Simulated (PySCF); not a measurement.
**Fractional electron number in H (hydrogen, neutral)**

The 1s alpha orbital of 1s1 is emptied in steps (occupation f), with all orbitals relaxed, ending at no electrons. Computed with PySCF 2.14 in aug-cc-pVTZ, with the non-relativistic Hamiltonian (point nucleus). The exact energy is a straight line in f; departures are measured from the line between the end points of the same method.

```tsv
f	UHF (eV)	BHandHLYP (eV)	wB97X (eV)
1	0.000	0.000	0.000
0.8	0.000	-0.489	-0.318
0.6	0.000	-0.716	-0.457
0.4	0.000	-0.685	-0.421
0.2	0.000	-0.417	-0.233
0	0.000	0.000	0.000
```

```csv
method,E(f=0) − E(f=1) (eV),−ε at f=1 (eV),−ε at f=0.4 (eV)
UHF,13.601,13.601,13.601
BHandHLYP,13.568,10.470,14.341
wB97X,13.647,11.622,14.240
```

Orbital energy along the path (eV):

```json
{"f": "1", "UHF": "-13.601", "BHandHLYP": "-10.470", "wB97X": "-11.622"}
{"f": "0.8", "UHF": "-13.601", "BHandHLYP": "-11.779", "wB97X": "-12.502"}
{"f": "0.6", "UHF": "-13.601", "BHandHLYP": "-13.085", "wB97X": "-13.397"}
{"f": "0.4", "UHF": "-13.601", "BHandHLYP": "-14.341", "wB97X": "-14.240"}
{"f": "0.2", "UHF": "-13.601", "BHandHLYP": "-15.427", "wB97X": "-14.865"}
{"f": "0", "UHF": "-13.601", "BHandHLYP": "-14.097", "wB97X": "-13.603"}
```

As f goes to zero the orbital energy of a semilocal functional can turn back, because the density of that orbital vanishes from the exchange-correlation potential.

Reference removal energy between the ground levels: 13.598 eV (theoretical estimate listed by NIST; NIST Atomic Spectra Database, ionization energies). UHF lacks correlation.
